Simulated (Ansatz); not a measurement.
Reaction (formal exchange of groups at a C–C bond): `C/C=C\C` + `C#N` → `C/C=C\C#N` + CH₄

Computed with Ansatz on PBE0-D4/def2-TZVP structures; ΔE is electronic, products minus reactants. CBS: MP2 limit from def2 TZ/QZ plus the TZ coupled-cluster correction, frozen cores. This one scheme is used for every species. Double bonds are as drawn, so ΔE can hold a change between cis and trans. DFT in def2-TZVPP.

```json
{"level": "RPA@PBE/def2-TZVPP", "ΔE (kJ/mol)": "-44.9"}
{"level": "HF/CBS(def2)", "ΔE (kJ/mol)": "-52.5"}
```

Question: What does CCSD(T)/CBS give? (An estimate is asked.)

Answer: Ansatz gave: -48.7 kJ/mol. The listed levels differ from it by 3.8, -3.8 kJ/mol.

Largest T1 diagnostic among the species: 0.014.

Leaving LDA and LC-ωPBE aside and taking each functional with its dispersion term where it has one, the values, not all of them listed here, spread over 13.0 kJ/mol, from B97M-V to ωB97M-V. From r2SCAN to r2SCAN0 (25 % exact exchange), in def2-TZVPP and without D4, ΔE moves by +3.6 kJ/mol.
